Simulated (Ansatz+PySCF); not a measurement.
The numbers below are computed, except where a source is named.
Input for PySCF 2.14.0:

```python
from pyscf import gto, scf, cc

mol = gto.M(atom="""
O 0.000000 0.000000 0.000000
Mg 1.187790 1.583720 3.428860
""", basis='sto-3g', charge=-1, spin=1)
mf = scf.UHF(mol)
mf.kernel()
mycc = cc.CCSD(mf, frozen=2).run()
et = mycc.ccsd_t()
print(mf.e_tot, mycc.e_corr, et, mycc.e_tot + et)
```

The script is written out from the run's settings.

The run gave:

```
Converged                       : yes
Reference energy                : -270.43658 hartree
CCSD correlation energy         : -0.05243 hartree
Triples correction              : -0.00094 hartree
Total energy                    : -270.48995 hartree
Spin squared of the determinant : 0.750
```

Caution: no diffuse functions for an anion.
